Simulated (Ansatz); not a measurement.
Results of the Gaussian-basis code of Ansatz.

A structure relaxed at PBE0-D4/def2-TZVP, charge 0, multiplicity 1:

```xyz
10

C    -0.112   -0.464   -1.839
N    -0.034    0.405   -0.934
C     0.561    0.208    0.284
C    -0.383    0.364    1.432
S     2.162   -0.059    0.439
H    -0.552   -0.196   -2.797
H     0.257   -1.485   -1.702
H     0.128    0.187    2.374
H    -1.222   -0.332    1.323
H    -0.805    1.373    1.421
```

**Question.** Give its formula and SMILES.

**Answer.** C3H5NS, `C=NC(C)=S`.

**Question.** Summarise the bond lengths by kind.

**Answer.** 2 × C–N 1.258 to 1.370 Å; 5 × C–H 1.087 to 1.095 Å; 1 × C–C 1.495 Å; 1 × C–S 1.630 Å.
